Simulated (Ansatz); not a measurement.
Two structures of SiNH$_{6}$, doublet, reached by relaxing down either side of one saddle point (PBE0-D4/def2-TZVP). Energies are electronic, without zero-point energy. Ansatz 0.2.0; basis: def2-TZVPP and def2-QZVPP; cores frozen in the correlated methods; orbitals are unrestricted. Extrapolation: Hartree–Fock as exp(−7.88 √X), correlation as X^−2.97. First:

```csv
atom,x (Å),y (Å),z (Å)
H1,0.9456,-0.6932,1.1052
N2,0.9738,0.1611,0.5722
Si3,-0.1768,0.4173,-0.6808
H4,-1.4786,-2.2978,1.0909
H5,1.2531,0.9341,1.1545
H6,-1.5831,0.6612,-0.2389
H7,0.2555,1.6080,-1.4574
H8,-0.1895,-0.7908,-1.5457
```

Second:

H1  (0.090, -2.250, 1.528)
N2  (0.364, 0.268, 0.618)
Si3  (-0.195, 0.856, -0.936)
H4  (-0.003, -2.959, 1.749)
H5  (0.818, 1.001, 1.168)
H6  (-1.227, 1.911, -0.722)
H7  (0.938, 1.442, -1.707)
H8  (-0.785, -0.270, -1.697)
(Å)

Problem. Which bonds change from the first to the second?

Solution. SiNH₅ ([NH2][SiH3]) + H → SiNH₄ ([NH][SiH3]) + H₂; bonds formed: H1–H4; bonds broken: H1–N2.

Problem. Give the saddle point's structure and its height above each. (Judge from chemistry; the value comes from the calculation.)

Solution. The calculation gives: 17.78 kcal/mol above the first and 9.35 kcal/mol above the second (CCSD(T) at an estimated basis limit (MP2 extrapolated from triple and quadruple zeta, plus CCSD(T) − MP2 in triple zeta)).
```
8
angstrom
H 0.2106 -1.2417 1.0021
N 0.8468 -0.1207 0.4991
Si -0.1871 0.5230 -0.7654
H -0.3820 -1.7456 1.3720
H 0.8563 0.4506 1.3452
H -1.5077 1.0408 -0.3100
H 0.5691 1.6463 -1.3821
H -0.4060 -0.5529 -1.7609
```

T1 diagnostic: at most 0.020. ⟨S²⟩ of the unrestricted Hartree–Fock references: 0.75 to 0.79 (a pure state has 0.75).

Radical steps of this kind take place in plasma deposition and etching.

Labels in which every atom is bracketed show which atoms are joined, not bond orders.

For scale, one of the runs: CCSD(T)/def2-TZVPP, 157 basis functions, launched by `ansatz run in.yaml --threads 2 --pin off --events-out ev --progress --plain --max-ram 4352MiB`. The run took 47 s on 2 CPU threads of an Arm Neoverse V1 (shared host), with 2.5 GiB of host memory at its peak.
